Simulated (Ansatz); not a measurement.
Basis sets compared for the cluster Li3H⁻ (the lowest doublet isomer of a short search). Total charge -1; doublet. Geometry PBE0-D4/def2-TZVPD. Ansatz on 4 threads of Arm Neoverse V1 on a shared host; times are rough, and most runs start from earlier orbitals.

Cartesian coordinates in Å:
```
Li 1.8097 1.5033 -0.2735
Li 0.0378 -0.4555 1.3225
Li -0.6680 -0.0682 -1.2270
H -1.1795 -0.9796 0.1780
```

At PBE-D4/def2-SVPD, PBE-D4/def2-TZVPD, PBE0-D4/def2-SVPD, PBE0-D4/def2-TZVPD the highest occupied level of the charge -1 doublet lies above zero (up to 1.01 eV). By energy differences its removal costs 0.20 eV (vertical, to the charge 0 singlet, at CCSD(T)/def2-TZVPPD). The structure comes from a short search, and lower isomers may exist.

```json
{"level": "PBE-D4/def2-SVPD", "functions": "44", "energy (Eh)": "-23.0551", "HOMO (eV)": "1.01", "LUMO (eV)": "1.57", "wall time": "0.5 s"}
{"level": "PBE0-D4/def2-SVPD", "functions": "44", "energy (Eh)": "-23.0689", "HOMO (eV)": "0.61", "LUMO (eV)": "1.94", "wall time": "0.65 s"}
```

Q: Estimate the rows for PBE-D4/def2-TZVPD (with forces), PBE0-D4/def2-TZVPD.

A: 
```
                          level  functions  energy (Eh)  HOMO (eV)  LUMO (eV)  wall time
PBE-D4/def2-TZVPD (with forces)         60     -23.0758       0.93       1.50     0.55 s
             PBE0-D4/def2-TZVPD         60     -23.0885       0.56       1.86      1.6 s
```
